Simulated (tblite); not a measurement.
Write Cartesian coordinates for InChI=1S/C4H8S/c1-4-2-5-3-4/h4H,2-3H2,1H3/q+1 as optimised with GFN2-xTB. (Charge +1 and doublet state.)

```xyz
13
C4H8S angstrom
C      1.407   -0.311    0.304
C      0.116   -0.014   -0.442
C     -1.067   -0.921   -0.084
S     -2.133    0.451    0.383
C     -0.591    1.281   -0.029
H      1.791   -1.286    0.016
H      1.248   -0.305    1.380
H      2.160    0.433    0.060
H      0.324   -0.032   -1.516
H     -1.493   -1.521   -0.890
H     -0.887   -1.595    0.758
H     -0.159    1.778    0.844
H     -0.720    2.042   -0.801
```

Orientation and origin are arbitrary. Atoms count from 1 in this order. The 4-membered ring C2–C3–S4–C5 has internal angles of 77.6° to 94.6°; it is almost planar, 0.02 Å rms from its mean plane, widest ring torsion 3°.

Bonds between heavy atoms (Å): C1–C2 1.520, C2–C3 1.533, C3–S4 1.799, S4–C5 1.799, C2–C5 1.533.

The geometry is computed with GFN2-xTB (gas phase). This method treats the open shell by occupation alone, without spin polarisation.

Point group: Cs (every atom within 0.08 Å of its image). Its GFN2-xTB frequencies are all real (lowest 65 cm⁻¹).
